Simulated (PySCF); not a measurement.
# NP (NP): the cost of one run

Computed with PySCF 2.14.0 and routines of our own; the level stands in each step. Atoms count from 0.

## Step 1: The system as given

2 atoms, charge 0, multiplicity 1; geometry from: GFN2-xTB.

## Step 2: Geometry optimisation at CAM-B3LYP/def2-TZVP

What the job is given:

```
{"job": {"xc": "CAM-B3LYP", "basis": "def2-TZVP", "grid": 1, "kind": "geom"}, "charge": 0, "multiplicity": 1}
N      0.730558    -0.002962    -0.002757
P     -0.727801     0.004230    -0.011391
```

Command:

```bash
$ OMP_NUM_THREADS=1 python excited_run.py task.json out
```

The driver reads the jobs from task.json and runs them one after another.

Q: Estimate the wall time and peak memory of this first job on 1 thread of Arm Neoverse N1, shared host.

About 4.5 s, with a peak of 0.3 GiB.
